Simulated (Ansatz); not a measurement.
# Worked example: correlation energy of O–C–SiH⁺, triplet

Geometry: that of the O–C–SiH, doublet, kept fixed.

```yaml
atoms:
  - { symbol: O, position_ang: [0.0000, 0.0081, 1.7553] }
  - { symbol: C, position_ang: [0.0000, 0.0521, 0.6128] }
  - { symbol: Si, position_ang: [0.0000, -0.0787, -1.2206] }
  - { symbol: H, position_ang: [0.0000, 1.4425, -1.1525] }
```

Basis cc-pVDZ; Ansatz 0.2.0. Correlated methods freeze the noble-gas cores, which leaves 14 electrons in 44 orbitals. Prefix R: restricted or restricted open-shell reference; prefix U: unrestricted.

Full CI isn't at hand for all of this; UCCSDT(Q) serves as the reference, and is uncertain by about the last step of the cluster series.

Runs differ by some tens of microhartree through their thresholds and, for an open shell, their frozen cores, so steps under 0.03 kcal/mol mean nothing.

```json
{"level": "UHF", "total energy (hartree)": "-401.876287"}
{"level": "UMP2", "total energy (hartree)": "-402.231338"}
{"level": "UCCSD", "total energy (hartree)": "-402.249454"}
{"level": "UCCSD(T)", "total energy (hartree)": "-402.264771"}
{"level": "UCCSDT", "total energy (hartree)": "-402.265966"}
{"level": "UCCSDT(Q)", "total energy (hartree)": "-402.267678"}
```

**Question.** What is the correlation energy at UCCSDT(Q), and what share of it do UMP2 and UCCSD(T) recover?

**Answer.** E(corr) = -402.267678 − (-401.876287) = -0.391391 hartree = -10.650 eV. UMP2: -0.355051 / -0.391391 = 90.72 %. UCCSD(T): -0.388484 / -0.391391 = 99.26 %.

**Question.** By how many kcal/mol does UCCSD(T) miss UCCSDT(Q) (1 hartree = 627.509 kcal/mol), and which steps make up the rest?

**Answer.** -402.264771 − (-402.267678) = 0.002907 hartree = 1.82 kcal/mol. Steps: UCCSDT − UCCSD(T) = -0.75, UCCSDT(Q) − UCCSDT = -1.07 kcal/mol. Differences between like states or geometries often cancel part of this.
